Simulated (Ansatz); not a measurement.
# CH₃OSi− (SMILES C1O[SiH-]1): a short trajectory

The task is to watch the atoms for 80 steps of 0.25 fs, started with velocities for 500 K and run at constant energy.

Method: BHLYP-D4/def2-SVPD; program: Ansatz 0.2.0, Gaussian basis.

## 1. The system as given

SMILES `C1O[SiH-]1`, 6 atoms, charge -1, spin multiplicity 1.

Atoms are counted from 1 here; the program's logs count them from 0.

Bond lengths: C1–O2 1.427 Å, C1–Si3 1.862 Å, C1–H4 1.102 Å, C1–H5 1.102 Å, O2–Si3 1.740 Å, Si3–H6 1.527 Å. Angles: O2–C1–Si3 62.2°, O2–C1–H4 111.2°, O2–C1–H5 111.5°, Si3–C1–H4 121.9°, Si3–C1–H5 126.1°, H4–C1–H5 110.3°, C1–O2–Si3 71.3°, C1–Si3–O2 46.5°, C1–Si3–H6 99.7°, O2–Si3–H6 101.6°.

Coordinates:

```csv
atom,x (Å),y (Å),z (Å)
C1,0.0461,-0.1620,-0.6109
O2,-0.9573,-0.5593,0.3229
Si3,-0.3513,1.0048,0.7852
H4,-0.3782,-0.0300,-1.6194
H5,0.8799,-0.8813,-0.6387
H6,0.7609,0.6279,1.7608
```

## 2. Dynamics

File md/in.yaml:

```yaml
crystal:
  periodic: [false, false, false]
  atoms:
    - {symbol: C, position_ang: [0.046100, -0.162050, -0.610930]}
    - {symbol: O, position_ang: [-0.957290, -0.559260, 0.322940]}
    - {symbol: Si, position_ang: [-0.351290, 1.004750, 0.785170]}
    - {symbol: H, position_ang: [-0.378250, -0.029990, -1.619360]}
    - {symbol: H, position_ang: [0.879890, -0.881330, -0.638650]}
    - {symbol: H, position_ang: [0.760850, 0.627860, 1.760840]}
basis:
  gaussian: {orbitals: def2-SVPD}
total_charge: -1
hamiltonian: {xc: {name: BHLYP}, dispersion: d4}
md: {n_steps: 80, timestep: 0.25, temperature: 500, ensemble: nve, seed: 678, initial_velocities: maxwell_boltzmann}
```

Command:

```console
$ ansatz run in.yaml --threads 2 --pin off --events-out ev --progress --plain --max-ram 3481MiB
```

Before running it: what results should come out? Wanted: temperature at the start; mean temperature, second half; lowest and highest potential energy, from the first frame; largest change of potential + kinetic.

The runs gave:

```
                                                 quantity              value
                                                   length  80 steps, 20.0 fs
                                 temperature at the start              500 K
                            mean temperature, second half              300 K
lowest and highest potential energy, from the first frame      0 and 194 meV
                    largest change of potential + kinetic            0.4 meV
```

In words: With no thermostat the total energy should stay fixed; it holds within 0.4 meV, small beside the kinetic energy, so the time step serves. With 6 atoms the instant temperature spans 126 to 500 K. No bond breaks or forms, judged by distance.
